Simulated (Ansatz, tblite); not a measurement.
**The cluster OsO₂−: one state, many levels**

The task here is to estimate one member of a computed series from the others.

Method: as each input shows; program: Ansatz 0.2.0, Gaussian basis.

Plan: GFN1-xTB, GFN2-xTB, PBE-D4/def2-TZVPD, r2SCAN-D4/def2-TZVPD, LDA/def2-TZVPD, HSE06-D4/def2-TZVPD, B3LYP-D4/def2-TZVPD, HF/def2-TZVPD, PBE-QIDH/def2-TZVPD, PBE-D4/def2-SVPD, PBE0-D4/def2-SVPD, CCSD(T)/def2-TZVPPD, MP2/def2-TZVPD, RPA/def2-TZVPD.

1 further run of the same task is left out (set aside as unsound or not needed).

## The structure

The doublet was relaxed beforehand with PBE0-D4/def2-TZVPD. At that level it is the lowest of the isomers that a small search found.

3 atoms, charge -1, spin multiplicity 2.

Bond lengths: Os1–O2 1.718 Å, Os1–O3 1.718 Å. Angles: O2–Os1–O3 150.9°.

Coordinates:

```xyz
3
charge -1, multiplicity 2
Os    0.1118    0.0160    0.2646
O    -1.2557    1.0552    0.3102
O     1.1439   -1.0712   -0.5748
```

Os takes a core potential in the def2 sets. No spin-orbit coupling is included. The ion is computed in the gas phase, without counter-ions or solvent.

PBE0-D4/def2-TZVPD was run before; its log isn't repeated, and its numbers join the tables.

Set-up of the first run:

Tight binding, by tblite at 300 K electronic temperature and without a spin-polarisation term:

```python
tblite.interface.Calculator('GFN1-xTB', numbers, positions, charge=-1, uhf=1).singlepoint()
```

Tight binding, by tblite at 300 K electronic temperature and without a spin-polarisation term:

```python
tblite.interface.Calculator('GFN2-xTB', numbers, positions, charge=-1, uhf=1).singlepoint()
```

start.molden holds the orbitals of an earlier run on this state, given as this run's starting guess.

Input file in.yaml:

```yaml
crystal:
  periodic: [false, false, false]
  atoms:
    - {symbol: Os, position_ang: [0.111807, 0.016029, 0.264648]}
    - {symbol: O, position_ang: [-1.255666, 1.055165, 0.310154]}
    - {symbol: O, position_ang: [1.143850, -1.071193, -0.574812]}
basis:
  gaussian: {orbitals: def2-TZVPD, initial_orbitals: start.molden}
total_charge: -1
magnetization: {spin_polarized: true, initial_magnetization: 1}
hamiltonian: {xc: pbe, dispersion: d4}
scf: {omitted_lower_state_checks: [starts]}
output: {orbitals: {seedname: orbitals}}
```

Launch:

```
ansatz run in.yaml --threads 4 --pin off --events-out ev --progress --plain --max-ram 3916MiB
```

Among the steps run: PBE-D4/def2-TZVPD; r2SCAN-D4/def2-TZVPD; LDA/def2-TZVPD; HSE06-D4/def2-TZVPD; B3LYP-D4/def2-TZVPD; HF/def2-TZVPD; PBE-QIDH/def2-TZVPD; PBE-D4/def2-SVPD; PBE0-D4/def2-SVPD; CCSD(T)/def2-TZVPPD; MP2/def2-TZVPD; RPA/def2-TZVPD.

One of the session's tables, all rows but one given; the rest of the session is left out.

It belongs to the step «Levels side by side». 

| level | HOMO (eV) | LUMO (eV) | gap (eV) |
| --- | --- | --- | --- |
| HF/def2-TZVPD | -3.03 | 4.19 | 7.22 |
| LDA/def2-TZVPD | 0.19 | 0.41 | 0.22 |
| PBE-D4/def2-SVPD | 0.31 | 0.93 | 0.63 |
| PBE-D4/def2-TZVPD | 0.28 | 0.90 | 0.62 |
| r2SCAN-D4/def2-TZVPD | 0.01 | 1.35 | 1.34 |
| B3LYP-D4/def2-TZVPD | -0.73 | 1.78 | 2.51 |
| PBE0-D4/def2-SVPD | -0.84 | 2.23 | 3.07 |
| PBE0-D4/def2-TZVPD | ? | ? | ? |
| HSE06-D4/def2-TZVPD | -0.43 | 1.82 | 2.25 |

**Question.** Estimate the row for PBE0-D4/def2-TZVPD.

As computed: HOMO (eV): -0.83; LUMO (eV): 2.21; gap (eV): 3.03. In the column «HOMO (eV)» it lies between PBE0-D4/def2-SVPD (-0.84) and B3LYP-D4/def2-TZVPD (-0.73).
